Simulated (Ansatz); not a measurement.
# SiH₃, doublet in cc-pV(D+d)Z: errors against full CI

Geometry: MP2(full)/6-31G*, from the G2/97 set.

```csv
atom,x (Å),y (Å),z (Å)
Si,0.0000,0.0000,0.0437
H,0.0000,1.4133,-0.4057
H,1.2239,-0.7066,-0.4057
H,-1.2239,-0.7066,-0.4057
```

Basis cc-pV(D+d)Z; Ansatz 0.2.0. Correlated methods freeze the noble-gas cores, which leaves 7 electrons in 33 orbitals. R marks a restricted (for open shells ROHF) determinant, U an unrestricted one. Active spaces: valence = (7e, 7o) chosen from the atoms' valence shells.

Full CI is exact within this basis and frozen core; it isn't the basis-set limit. The frozen core follows each run's orbitals, which can shift R against U totals by a few meV.

For open shells CISD and CISDTQ are restricted-active-space CI with the open shells as a complete middle space.

The UHF ⟨S²⟩ is 0.754, the T1 diagnostic (RCCSD) is 0.0170 and the largest doubles amplitude (RCCSD) is 0.031. The T1 diagnostic (UCCSD) is 0.0123.

```
                   level  E − E(full CI) (kcal/mol)  share of correlation (%)     wall time
                     RHF                      78.72                      0.00             –
                     UHF                      77.82                      1.15             –
                    RMP2                      18.79                     76.13             –
                    UMP2                      18.65                     76.31             –
                    CISD                       4.76                     93.96        0.64 s
                   RCCSD                       1.83                     97.67             –
                   UCCSD                       1.81                     97.70             –
                RCCSD(T)                       0.43                     99.45         1.1 s
                UCCSD(T)                       0.43                     99.46        0.73 s
                 BCCD(T)                       0.43                     99.46           1 s
                  RCCSDT                       0.04                     99.95             –
                  UCCSDT                       0.03                     99.96             –
                  CISDTQ                       0.10                     99.87  6.5 s (H100)
               RCCSDT(Q)                       0.01                     99.99          16 s
               UCCSDT(Q)                       0.00                    100.00         8.5 s
                 RCCSDTQ                       0.00                    100.00  9.5 s (H100)
                 UCCSDTQ                      -0.01                    100.01   11 s (H100)
  CASSCF (valence space)                      52.07                     33.86             –
  NEVPT2 (valence space)                      17.15                     78.21         1.4 s
  MRCISD (valence space)                       2.43                     96.91             –
MRCISD+Q (valence space)                       0.20                     99.75         1.9 s
```

The correlation energy at full CI, counted from RHF, is -3.414 eV. That run took 14 s on 2 threads of AMD EPYC 7R13 with a shared H100 80 GB, shared host over 111,632,640 determinants.

Times hold each run's SCF and search for its determinant on a shared host, so for small cases they say little of a method's own cost; rows without a card ran on 1 thread of AMD EPYC 7R13.

The full-CI state has the irrep A' of Cs, in the program's axes (one component, if the state is degenerate).

Natural occupations of full CI about the gap: 1.962 1.950 1.950 0.988 0.028 0.024 0.024 0.011 0.011 0.009; effectively unpaired electrons, Σ n²(2−n)², 1.03.

Atomization energy (electronic, same basis, no zero-point term; atoms at the same level, unrestricted beside the R rows where the molecule is a closed shell, with restricted open-shell steps beyond CCSDT(Q)) at full CI: 891.4 kJ/mol. Errors of other levels:

```
                   level  error (kJ/mol)
                     RHF          -144.4
                     UHF          -150.5
                    RMP2           -22.2
                    UMP2           -22.4
                    CISD           -14.4
                   RCCSD            -3.2
                   UCCSD            -3.5
                RCCSD(T)            -0.5
                UCCSD(T)            -0.5
                 BCCD(T)            -0.4
                  RCCSDT             0.0
                  UCCSDT             0.0
                  CISDTQ            -0.4
               RCCSDT(Q)             0.0
               UCCSDT(Q)             0.0
                 RCCSDTQ             0.0
                 UCCSDTQ             0.0
  CASSCF (valence space)           -67.6
  NEVPT2 (valence space)           -31.8
  MRCISD (valence space)            -6.8
MRCISD+Q (valence space)            -5.4
```

This basis is far from its limit, so the value isn't to be set against a measured one. Truncated CI isn't size-consistent, which counts against it in atomization.
